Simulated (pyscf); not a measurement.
A first-order saddle from PySCF, ωB97X-D3(BJ)/def2-SVP:

```xyz
8

As     0.3094     1.3953    -0.4837
H      0.6223    -0.5238     0.1672
H      0.1779     1.9313     0.9341
H     -1.1971     1.2942    -0.6482
Ge    -0.6626    -1.8945     1.0018
H      0.9030    -1.3317     0.4802
H     -1.3795    -1.5441    -0.3537
H     -1.0239    -0.5744     1.7776
```
Charge 0, spin multiplicity 2.

Surface: doublet, charge 0. Lowest wavenumbers (cm⁻¹): 817i, 75, 91, 222, 389.

Question: What reaction is this the transition state of?

Answer: AsH₃ + GeH₃• ⇌ AsH₂• + H₂ + GeH₂ [singlet], a concerted fragmentation read from left to right: As–H, Ge–H broken and H–H formed. At ωB97M-D3(BJ)/def2-TZVP it lies +127.2 kJ/mol from the left side and -9.5 kJ/mol from the right (each side as separated species at their lowest minima found). On the product side the descent ends in a bound adduct, 37.8 kJ/mol under the separated species and 18.0 kJ/mol under the saddle at ωB97X-D3(BJ)/def2-TZVP. At ωB97M-D3(BJ) the saddle lies under the separated products, which points to a path from their complex (located at ωB97X-D3(BJ) alone), and parting the products costs more than the saddle. One saddle was located; it need not be the lowest between these sides. Elements up to Kr have no core potential and no relativistic terms here.
